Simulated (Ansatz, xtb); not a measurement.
**Two isomers of C4H5Cl**

We compare X, `C=C/C=C\Cl`, a singlet, with Y, `ClC1=CCC1`, a singlet. Both are isolated molecules in the gas phase, relaxed with PBE-D3(BJ)/def2-SVP; the shapes shown needn't be the lowest conformers.

X (Å):

```xyz
10

C    -0.5486   -2.8306    1.2583
C     0.1778   -1.9704    0.5072
C     1.2347   -1.1266    1.0322
C     1.9924   -0.2493    0.3305
Cl    1.8319    0.0331   -1.3756
H    -1.3414   -3.4509    0.8143
H    -0.3707   -2.9391    2.3410
H    -0.0233   -1.8837   -0.5741
H     1.4553   -1.1954    2.1116
H     2.7801    0.3609    0.7958
```

Y (Å):

```xyz
10

C    -0.3055   -1.8281    0.7209
C     0.5639   -2.1574   -0.2627
C     1.7080   -1.4345    0.4313
C     0.6862   -1.0614    1.5636
Cl   -1.9806   -2.1393    0.9897
H     0.4828   -2.7249   -1.1997
H     2.5483   -2.0784    0.7680
H     2.1247   -0.5611   -0.1142
H     0.9024   -1.4965    2.5614
H     0.4784    0.0227    1.6782
```

Quicker runs give these differences E(Y) − E(X): GFN2-xTB −26.4 kJ/mol; HF/STO-3G −66.9 kJ/mol (at GFN2-xTB geometries); r2SCAN-D4/def2-SVP +29.2 kJ/mol (at GFN2-xTB geometries).

Question: Which of the two would you expect CCSD(T)/def2-SVP + ΔMP2/def2-TZVPP electronic energies to favour?

Answer: Structure X; the calculation gives E(Y) − E(X) = +35.9 kJ/mol.

The same difference at several levels:

| level | geometry | E(Y) − E(X) (kJ/mol) | departure from the last row (kJ/mol) | job, with rough time for the two |
| --- | --- | --- | --- | --- |
| GFN2-xTB | GFN2-xTB | −26.4 | −62.3 | optimisation, 0.14 s |
| HF/STO-3G | GFN2-xTB | −66.9 | −102.7 | single point, 0.4 s |
| r2SCAN-D4/def2-SVP | GFN2-xTB | +29.2 | −6.7 | single point, 2.8 s |
| PBE-D3(BJ)/def2-SVP | PBE-D3(BJ)/def2-SVP | +23.1 | −12.7 | optimisation, 17 s |
| HF/def2-SVP | PBE-D3(BJ)/def2-SVP | +45.2 | +9.3 | part of the CCSD(T) run |
| MP2/def2-SVP | PBE-D3(BJ)/def2-SVP | +20.7 | −15.2 | part of the CCSD(T) run |
| CCSD(T)/def2-SVP | PBE-D3(BJ)/def2-SVP | +33.5 | −2.3 | single point |
| CCSD(T)/def2-SVP + ΔMP2/def2-TZVPP | PBE-D3(BJ)/def2-SVP | +35.9 |  | single point, 31 s |

As drawn, Y has 2 C–C in place of 1 C=C. Structure X has no ring, Y a 4-membered ring.

GFN2-xTB, HF/STO-3G put the two in the other order. The largest departure from CCSD(T)/def2-SVP + ΔMP2/def2-TZVPP is that of HF/STO-3G, 102.7 kJ/mol. The last row adds to CCSD(T) the change of the MP2 difference between the two basis sets, here +2.3 kJ/mol.

With harmonic frequencies from PBE-D3(BJ)/def2-SVP (ideal gas, rigid rotor, one conformer each, 298.15 K, 1 atm): on the last row, ΔE + ΔZPE = +38.8, ΔH = +37.0, ΔG = +41.5 kJ/mol.

The correlated steps freeze 9 core orbitals. Codes used: Ansatz 0.2.0, xtb 6.7.1; the last row on 2 threads of Intel(R) Xeon(R) Processor @ 2.70GHz on a shared host.
